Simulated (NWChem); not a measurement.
**Correlation energy of hydrogen chloride (HCl)**

```xyz
2

Cl     0.0000     0.0000     0.0716
H      0.0000     0.0000    -1.2180
```
Charge 0, spin multiplicity 1.

The numbers come from NWChem runs, not from measurements. All single points use one geometry, from B3LYP/def2-SVP, a minimum by its harmonic frequencies.

Basis set: 6-31G*. Each correlation energy counts from its own Hartree-Fock reference.

The correlated methods keep 5 core orbitals frozen. The Pople sets run with spherical d functions. No row is a measurement; the coupled-cluster row has its own basis-set and correlation limits.

Question: One of these methods gave a correlation energy of -130.9 mHa. Which?
A. CCSD
B. MP2
C. CCSD+T(CCSD)

Answer: B, MP2. The others give -148.1 (CCSD), -150.5 (CCSD+T(CCSD)).
